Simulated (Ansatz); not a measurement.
Input file:

```yaml
crystal:
  periodic: [false, false, false]
  atoms:
    - {symbol: N, position_ang: [-0.035213, -1.257304, 3.658355]}
    - {symbol: Si, position_ang: [-0.036789, 0.750472, 1.193022]}
    - {symbol: P, position_ang: [0.053849, -0.224736, -2.796471]}
    - {symbol: H, position_ang: [-0.140369, 3.466698, 1.854389]}
basis:
  gaussian: {orbitals: STO-3G}
magnetization: {spin_polarized: false, initial_magnetization: 3}
correlation: {method: fic_nevpt4_sd, electrons: outside_noble_gas, active_space: {window: {electrons: 11, orbitals: 7}, states: [{multiplicity: 4, weights: [0.5, 0.5, 0.5, 1]}], root: 1}}
accuracy: high
```

```sh
$ ansatz run in.yaml --threads 1 --pin off --events-out ev --progress --plain --max-ram 2393MiB
```

(1) What does the program do with this input?

## Answers

(1) Converged. The input was made wrong on purpose (coordinates in the wrong unit), so the run isn't a sound calculation of what was asked.
```
366 factors; integrals over basis functions are off by at most 9.3e-9 eV
mean field evaluation 1: about -18364.3063 eV, gradient 2.6e1 eV
mean field evaluation 2: about -18364.3206 eV, gradient 2.6e1 eV
mean field evaluation 4: about -18337.3473 eV, gradient 3.9e1 eV
mean field evaluation 8: about -18386.9469 eV, gradient 2.0e1 eV
mean field evaluation 16: about -18394.4137 eV, gradient 3.4e-2 eV
mean field evaluation 32: about -18394.4176 eV, gradient 3.9e-2 eV
mean field evaluation 64: about -18398.2815 eV, gradient 3.3e0 eV
mean field evaluation 96: about -18398.5971 eV, gradient 1.3e-1 eV
mean field evaluation 128: about -18399.3090 eV, gradient 1.1e-1 eV
mean field evaluation 160: about -18399.5531 eV, gradient 7.2e-4 eV
mean field evaluation 192: about -18399.5531 eV, gradient 2.3e-3 eV
mean field evaluation 224: about -18399.5531 eV, gradient 1.2e-3 eV
mean field evaluation 256: about -18399.5495 eV, gradient 1.1e-1 eV
mean field evaluation 288: about -18399.0567 eV, gradient 5.6e-1 eV
mean field evaluation 320: about -18399.3746 eV, gradient 4.3e-1 eV
mean field evaluation 352: about -18399.5531 eV, gradient 5.4e-4 eV
mean field evaluation 384: about -18399.5524 eV, gradient 5.0e-2 eV
mean field evaluation 416: about -18399.5531 eV, gradient 6.0e-4 eV
mean field evaluation 448: about -18399.5531 eV, gradient 1.9e-3 eV
mean field evaluation 480: about -18399.5531 eV, gradient 4.6e-4 eV
mean field evaluation 512: about -18399.5531 eV, gradient 4.8e-4 eV
mean field evaluation 544: about -18398.7358 eV, gradient 1.5e-2 eV
mean field -18399.55314287 eV, -676.1711063355 hartree, gradient 3.0e-8 eV, S^2 3.750000; 23 other end points of the search recorded, 0 dependent functions left out
reference -18399.55314287 eV, -676.1711063355 hartree; 20, 17 occupied and 4, 7 virtual orbitals, 366 factors
state -18399.55125571 eV, -676.1710369837 hartree
state -18399.55074593 eV, -676.1710182495 hartree
state -18399.52663419 eV, -676.1701321595 hartree
state -18399.52652151 eV, -676.1701280185 hartree
state -18399.55125571 eV, -676.1710369837 hartree; corrected -18401.14792005 eV, -676.2297133158 hartree
state -18399.55074593 eV, -676.1710182495 hartree; corrected -18401.14733575 eV, -676.2296918433 hartree
state -18399.52663419 eV, -676.1701321595 hartree; corrected -18401.12225150 eV, -676.2287700138 hartree
state -18399.52652151 eV, -676.1701280185 hartree; corrected -18401.12218807 eV, -676.2287676831 hartree
state -18398.73420923 eV, -676.1410110794 hartree
state -18398.67785848 eV, -676.1389402274 hartree
state -18398.65164941 eV, -676.1379770618 hartree
state -18398.59261947 eV, -676.1358077514 hartree
state -18398.73420923 eV, -676.1410110794 hartree; corrected -18402.28711350 eV, -676.2715779029 hartree
state -18398.67785848 eV, -676.1389402274 hartree; corrected -18402.26873321 eV, -676.2709024397 hartree
state -18398.65164941 eV, -676.1379770618 hartree; corrected -18402.24937941 eV, -676.2701912005 hartree
state -18398.59261947 eV, -676.1358077514 hartree; corrected -18402.22702319 eV, -676.2693696248 hartree
state -18398.73420923 eV, -676.1410110794 hartree; corrected -18402.28711350 eV, -676.2715779029 hartree
state -18398.67785848 eV, -676.1389402274 hartree; corrected -18402.26873321 eV, -676.2709024397 hartree
state -18398.65164941 eV, -676.1379770618 hartree; corrected -18402.24937941 eV, -676.2701912005 hartree
state -18398.59261947 eV, -676.1358077514 hartree; corrected -18402.22702319 eV, -676.2693696248 hartree
the orbitals are reached from a further start. From the first start the search ends at -18399.53631960 eV, -676.1704880915 hartree
WARN: 2 active orbitals are nearly empty or full. The corrections depend on them more than the energy does, and are more stable in an active space without them
WARN: the results are in doubt because another end's mean lies 0.887 eV lower, and its corrected mean 1.119 eV higher
Total energy: -18402.26873321 eV, -676.2709024397 hartree
In doubt: another end's mean lies 0.887 eV lower, and its corrected mean 1.119 eV higher
```
Before any correction even the lowest state lies above the reference determinant, by 0.82 eV, so the averaged orbitals or the space serve it badly.
